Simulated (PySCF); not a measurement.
System: C6H6, net charge 1, doublet state. 
Structure (B3LYP-D3(BJ)/def2-TZVP (Ansatz) minimum search):
```xyz
12

C     -0.0284     1.4184    -0.0072
C      1.1943     0.6864    -0.0047
C      1.2114    -0.7385     0.0026
C      0.0284    -1.4184     0.0072
C     -1.1943    -0.6864     0.0047
C     -1.2114     0.7385    -0.0026
H     -0.0002     2.4993    -0.0128
H      2.1336     1.2263    -0.0084
H      2.1595    -1.2582     0.0043
H      0.0002    -2.4993     0.0128
H     -2.1336    -1.2263     0.0084
H     -2.1595     1.2582    -0.0043
```
Charge +1, spin multiplicity 2.

Dispersion corrections to the total energy (kcal/mol) from the dftd3 and dftd4 libraries through PySCF: D3(BJ) without and D4 with the three-body term, each with the damping fitted for the functional named.

```
functional  D3(BJ)      D4
----------  ------  ------
HSE06            ?   -4.54
CAM-B3LYP    -5.18   -4.92
B2GP-PLYP    -4.06   -2.44
HF          -55.89  -22.78
PBE              ?   -5.91
BP86             ?   -7.73
r2SCAN       -1.89   -1.44
```

### Question
Some entries are withheld; supply them.

### Answer

- HSE06, D3(BJ): -4.34
- PBE, D3(BJ): -6.86
- BP86, D3(BJ): -10.64
